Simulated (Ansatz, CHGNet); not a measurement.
Lattice parameter a (Å) of 24 elemental metals, computed with the machine-learned potential CHGNet 0.3.0 (trained on PBE and PBE+U data) and with r²SCAN (Ansatz, a quantum-chemistry and plane-wave program, plane waves, PAW). The set holds measured phases with no doubt noted on the run or the magnetic state but for the caveats below. 19 more of the class have both values but aren't in it, for one of these reasons: built or high-temperature cells, doubts on the run or the magnetic state, unlike cells, values of zero, layered or molecular crystals, cells that aren't cubic. Solids without a value at one level (not run, failed, or a magnetic order lost), or held back for tests, aren't counted.

All rows, in order of the shift (worked out from unrounded values):

```csv
solid,CHGNet 0.3.0,r²SCAN,shift (%)
fcc Ag,4.159,4.104,-1.33
fcc Al,4.044,3.992,-1.29
fcc Rh,3.847,3.800,-1.22
fcc Pd,3.953,3.908,-1.13
fcc Au,4.172,4.125,-1.13
fcc Cu,3.617,3.577,-1.11
fcc Pb,5.047,4.994,-1.06
fcc Pt,3.976,3.940,-0.90
fcc Ir,3.876,3.844,-0.83
bcc Nb,3.330,3.303,-0.81
fcc Ni,3.503,3.478,-0.73
bcc Ta,3.324,3.305,-0.58
bcc Mo,3.169,3.151,-0.56
bcc W,3.185,3.169,-0.52
bcc V,2.996,2.982,-0.46
bcc Na,4.210,4.223,+0.31
bcc Fe,2.847,2.866,+0.66
fcc Ca,5.527,5.568,+0.73
bcc Ba,5.032,5.070,+0.77
fcc Sr,6.032,6.101,+1.15
bcc Li,3.409,3.477,+2.00
bcc K,5.237,5.348,+2.13
bcc Cs,6.016,6.273,+4.27
bcc Rb,5.486,5.747,+4.76
```

The shift from CHGNet 0.3.0 to r²SCAN has a median of -0.57 %, and eight in ten lie between -1.20 % and +2.09 %; r²SCAN is the larger in 9 of 24.

Ansatz's runs of these crystals have no spin polarisation, but for bcc Fe, fcc Ni. Meta-GGA and hybrid levels favour moments, which can bear on fcc Pd, bcc Fe, bcc V, fcc Pt, fcc Rh, fcc Ni.

Density-functional runs with spin start from parallel moments for bcc Fe, parallel moments for fcc Ni.

Spin–orbit coupling is left out, also for the solids with elements from indium on (bcc Ta, fcc Pt, bcc Ba, bcc W, fcc Ir, bcc Cs, fcc Pb, fcc Au); its size isn't shown.

Ansatz's density-functional and Hartree–Fock values are scalar-relativistic unless marked +SOC, with PAW data made under PBE.
